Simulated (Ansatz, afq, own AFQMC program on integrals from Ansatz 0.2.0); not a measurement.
Two steps: Ansatz 0.2.0 writes the Fock matrix and Cholesky factors of the valence space, and afq projects on them the lowest state that overlaps trial and start.

```yaml
crystal:
  periodic: [false, false, false]
  atoms:
    - {symbol: B, position_ang: [0.000000, 0.000000, 0.000000]}
    - {symbol: N, position_ang: [0.000000, 0.000000, 2.728000]}
basis:
  gaussian: {orbitals: 6-31G}
total_charge: 1
magnetization: {spin_polarized: false, initial_magnetization: 1}
correlation: {method: ccsd_t, electrons: outside_noble_gas, hamiltonian_folder: ham}
```

```sh
$ ansatz run in.yaml --threads 1 --pin off --events-out ev --progress --plain --max-ram 16896MiB --backend cuda --devices 0, --max-vram 18GiB
```

afq runs on the folder ham with

```
--method free --trial cid --walkers 200 --time-step 0.01 --max-blocks 60 --target-error 0.00128 --factor-cut 0.0001 --seed 5408 --times 0.0,0.5,1.0,2.0,3.0,4.0 --taylor-order 8
```

Times are imaginary, in 1/Eh. The walk had a cap of 60 s.

```
orbitals 16  electrons 4 3  factors 72 of 258
reference energy -78.49405007 Eh
CCSD correlation -0.12438277 Eh in 24 cycles, weight of the determinant in the CISD state 0.8411
repeat  energy at the last time / Eh  error
    10  -78.621956  0.000495
    20  -78.621577  0.000438
    30  -78.621087  0.000431
time / (1/Eh)  energy / Eh  error  mean overlap
  0.00  -78.618330  0.000117  1.1819
  0.50  -78.620386  0.000099  1.1821
  1.00  -78.621198  0.000156  1.1815
  2.00  -78.621857  0.000215  1.1829
  3.00  -78.621594  0.000247  1.1803
  4.00  -78.621218  0.000439  1.1954
energy -78.621218 +/- 0.000439 Eh
```

(1) Estimate how long the walk took on 1 × NVIDIA H100 80GB HBM3 with 2 threads of AMD EPYC 7R13 Processor (Zen 3), on a shared host (the card was shared).

The run passed its tests (error under three times the target), which doesn't prove that it has relaxed.

Against this walk (error 12.0 meV) on the same determinant: CCSD(T) 14.2 meV higher (within the noise), CCSDT(Q) 32.2 meV lower, CCSDTQ 35.5 meV lower, full CI (a separate run on its own orbitals, whose frozen core shifts it by up to a few meV) 35.7 meV lower. The error is statistical, and a free projection of finite length keeps a remainder of its start.

Cautions: remainder of the start not in the error; a spin-contaminated unrestricted determinant lies lower (UHF 1.59 eV lower, ⟨S²⟩ 1.84); CCSDTQ on the UHF determinant differs (253 meV higher), so the two series follow different states; full CI with its own frozen core; a state of higher spin lies lower (by 2.56 eV).

Answers

(1) 20 s of wall time.

CCSDT and higher add their correlation energy to the determinant of the CCSD(T) run, since their own runs factorise the integrals more tightly (a shift of under 2 meV). A walk keeps the symmetry of its determinant, which the program's search chose and which needn't be the lowest solution, so a lower state of the same spin and another symmetry isn't excluded.
